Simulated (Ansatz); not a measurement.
# Relative stability

Two relaxed structures of MgBH3O, closed shell (PBE0-D4/def2-TZVP; forces vanish, vibrations not checked).

A:

```
atom    x (Å)    y (Å)    z (Å)
  O1  -1.2781  -0.2475  -0.8409
  B2   0.0537  -0.2359  -0.5535
 Mg3   0.7054   0.5708   1.5034
  H4  -1.4809  -0.5958  -1.7158
  H5   0.7870  -0.6603  -1.4259
  H6   1.2128   1.1686   3.0327
```

B:

```
6
angstrom
O -1.2505 -0.0190 -1.1200
B 0.0868 0.1340 -0.9772
Mg 0.7451 -0.1210 2.1137
H -1.5134 -0.9274 -1.2874
H 0.8328 -0.8019 -1.1005
H 0.4877 1.2472 -0.7868
```

Ansatz 0.2.0; basis: def2-TZVPP; cores frozen in the correlated methods. The outer core shell of Li, Na, Mg and K is correlated. The def2 sets are not built for correlating such inner shells, so the correlated values are less sure here. B3LYP uses VWN-RPA correlation.

(1) Which structure is lower at CCSD(T), and by how much? (An estimate is asked for; the value comes from the calculation.)

No T1 diagnostic of these runs exceeds 0.013.

Answers

(1) The calculation gives: B, by 20.29 kcal/mol (electronic energy, against the other). By their contacts, A is MgBH₃O ([OH][BH][MgH]) and B is a complex of BH₃O ([BH2][OH]) + Mg.

All methods give the same order:

```json
{"method": "PBE-D4", "E(B) − E(A) (kcal/mol)": "-20.93"}
{"method": "r2SCAN-D4", "E(B) − E(A) (kcal/mol)": "-17.54"}
{"method": "PBE0-D4", "E(B) − E(A) (kcal/mol)": "-20.66"}
{"method": "B3LYP-D4", "E(B) − E(A) (kcal/mol)": "-22.26"}
{"method": "wB97M-V", "E(B) − E(A) (kcal/mol)": "-21.58"}
{"method": "HF", "E(B) − E(A) (kcal/mol)": "-22.48"}
{"method": "MP2", "E(B) − E(A) (kcal/mol)": "-20.44"}
{"method": "CCSD", "E(B) − E(A) (kcal/mol)": "-20.64"}
{"method": "CCSD(T)", "E(B) − E(A) (kcal/mol)": "-20.29"}
```

Labels in which every atom is bracketed show which atoms are joined, not bond orders.

For scale, one of the runs: CCSD(T)/def2-TZVPP, 136 basis functions, launched by `ansatz run in.yaml --threads 2 --pin off --events-out ev --progress --plain --max-ram 4352MiB`. Hardware: 2 CPU threads of an Arm Neoverse V2, shared host. Wall time 15 s; peak host memory 0.83 GiB.
